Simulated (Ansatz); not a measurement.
## Multireference treatment of HOF, singlet

Computed with Ansatz's Gaussian-basis code (development build). Basis aug-cc-pVTZ, nonrelativistic, no frozen core. State-specific CASSCF; RHF is the lowest restricted (open-shell) Hartree–Fock solution met. No symmetry is imposed, so a solution can break that of the shape. The lowest solution met needn't be the lowest there is, nor hold the orbitals that a chemist would pick.

Geometry:

```xyz
3

O     0.0000    0.0000    0.0000
H     0.0000    0.7224    0.6414
F     0.0000   -1.0783    0.9574
```

(1) What do CASSCF and its corrections give against RHF in CAS(10,7), and what are the occupations?

(2) Roughly how much CPU time does a whole run from the default start take (median of such runs, summed over threads; nearly all runs on one pinned thread of a shared server, mostly Xeon at 2.3 to 2.6 GHz, by a development driver)?

Answers

(1) CASSCF -2.419 eV, SC-NEVPT2 -14.586 eV; occupations 2.00, 2.00, 2.00, 1.98, 1.91, 0.09, 0.02.

(2) CAS(10,7): about 2.6 s. Other jobs ran beside these, and the count of passes differs.
